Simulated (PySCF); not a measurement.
Ionisation of phosphorous nitride

System: phosphorous nitride, `N#P` (NP). Non-hydrogen atoms are numbered in `[N:1]#[P:2]`.

Level of theory: ωB97X-D3(BJ)/ma-def2-TZVP single points in PySCF, grid level 2; every species was optimised with PBE0-D3(BJ)/def2-SVP. Zero-point and thermal terms (298.15 K, 1 bar) come from unscaled PBE0-D3(BJ)/def2-SVP harmonic frequencies, with soft modes damped to free rotors in the entropy.

Frontier levels of the parent: HOMO -11.89 eV, LUMO -0.33 eV.

Oxidation to the radical cation:
* Vertical ionisation energy (electronic): 11.97 eV
* Adiabatic ionisation energy (with zero-point energy): 11.96 eV
* Adiabatic, electronic part: 11.96 eV
* Vertical gap at the product's structure: 11.97 eV
* ⟨S²⟩ of the product: 0.789
* Largest spin populations: N1 1.07
* Largest changes of atomic charge: P2 0.63, N1 0.37
* Distances that move most (Å): N1–P2 1.489 → 1.483
* Potential in dichloromethane: 9.29 V absolute, 4.59 V against Fc+/Fc computed at 4.70 V (solvation -21 → -276 kJ/mol)

Solvents are IEF-PCM continua (electrostatics only, gas-phase structures); absolute potentials refer to an electron at rest in vacuum. Fc+/Fc in dichloromethane, 4.70 V, is ωB97X-D3(BJ)/ma-def2-TZVP on PBE0-D3(BJ)/def2-SVP structures with GFN2-xTB thermal terms. Benchmark calculations put it near 5.0 V in acetonitrile and DMSO, so it is about 0.3 V low, and the value against it can read up to that much too high.

Measured values (NIST Chemistry WebBook, evaluated or the median of agreeing entries): adiabatic ionisation energy 11.88 eV (computed 11.96, difference 0.08).
